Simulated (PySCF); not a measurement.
**How the method changes the constants of BP**

State: ³Π (triplet), unpaired electrons σ ↑, π ↑. Set-up: B def2-TZVPPD, P def2-TZVPPD; no relativity (PySCF 2.14). De refers to B + P in their high-spin ground configurations, without counterpoise correction. The functionals are run spin-unrestricted. A positive dipole means B(−)P(+).

```
       Level  Re (Å)  ωe (cm⁻¹)  De (eV)  μ (D)  CPU s a point (SCF and correlation, without the integrals)
        ROHF   1.715       1058     1.79  -0.79                                                         1.2
    ROHF-MP2   1.745        976     3.26    n/a                                                         2.1
ROHF-SCS-MP2   1.745        967     3.13    n/a                                                         n/a
   ROHF-CCSD   1.743        973     2.89    n/a                                                         n/a
ROHF-CCSD(T)   1.755        939     3.13    n/a                                                          41
         PBE   1.754        942     3.91  -0.05                                                         2.1
      revPBE   1.759        932     3.69  -0.09                                                         1.5
        PW91   1.751        944     3.93  -0.06                                                         1.5
        BLYP   1.758        920     3.69  -0.01                                                         1.4
      r²SCAN   1.740        980     3.78  -0.29                                                         7.1
     r²SCANh   1.736        991     3.68  -0.32                                                         8.9
        PBE0   1.736        985     3.63  -0.23                                                           4
       HSE06   1.737        981     3.63  -0.22                                                         3.6
      B2PLYP   1.744        959     3.44  -0.46                                                         3.4
```

The bond length runs from 1.715 Å (ROHF) to 1.759 Å (revPBE). De spans 1.79 eV (ROHF, mean field) to 3.93 eV (PW91, GGA). Correlation at CCSD(T) changes the Hartree–Fock bond energy by +1.34 eV; the triples alone change it by +0.24 eV.

Correlated steps freeze 6 core orbitals. B2PLYP dipoles, levels and charges come from its SCF part alone. The state was picked by a PBE0 search and need not be the measured ground state.

The whole job (state search and all levels along the bond) took about 8.1 min on 2 threads of Intel Xeon Platinum 8259CL @ 2.50GHz (shared host), peak memory 2.9 GiB.
